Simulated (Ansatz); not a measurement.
The first iterations of a band of CH6Si + H4Si (13 atoms, charge 0, multiplicity 1).

All numbers below come from Ansatz 0.2.0, RKS PBE/def2-SVP.

```yaml
movable_images: 7
climbing_image: yes
spring: 5.0 eV/Å²
optimiser: quadratic models (default)
start_path: through a guess of the saddle point
force_threshold: 0.5 eV/Å
iteration_limit: 60
end_points: relaxed
```

Image 0:

```xyz
13
Properties=species:S:1:pos:R:3
Si -0.681 0.525 1.504
C 0.363 -1.009 1.875
H -2.037 0.138 0.972
H -0.883 1.351 2.747
H -0.007 1.396 0.475
H 0.471 -0.852 -1.755
Si 0.301 0.320 -2.684
H 0.516 -1.611 0.956
H 1.358 -0.722 2.269
H -0.134 -1.651 2.630
H 0.525 -0.139 -4.099
H 1.302 1.386 -2.339
H -1.092 0.866 -2.551
```

Image 8:

```xyz
13
Properties=species:S:1:pos:R:3
Si -1.047 1.508 0.292
C 1.054 -2.095 1.285
H -2.035 0.447 0.700
H -1.728 2.850 0.356
H 0.099 1.504 1.270
H 0.950 -1.633 0.285
Si -0.269 1.108 -1.894
H 0.727 -3.151 1.235
H 2.112 -2.052 1.605
H 0.427 -1.547 2.013
H 0.336 -0.269 -1.999
H 0.781 2.122 -2.270
H -1.407 1.208 -2.878
```

| iteration | highest image above the first end (eV) | largest band force component (eV/Å) |
| --- | --- | --- |
| 1 | 4.692 | 5.089 |
| 2 | 3.194 | 2.388 |

Problem. Does the band converge within its limit, and where does its top end?

Solution. It converged. It ended after 7 iterations with the highest image 3.286 eV above the first end. The threshold of 0.5 eV/Å is loose, so the images may lie well off the minimum-energy path. Neighbouring images differ by up to 2.1 eV, so the band resolves the path poorly. The order of the stationary point at the top wasn't checked. The orbitals stay closed-shell, which can raise the energy where a bond breaks towards radicals; this wasn't checked here.

Run time: 79 s on 2 threads of Arm Neoverse V2 (shared host), peak memory 0.13 GiB.
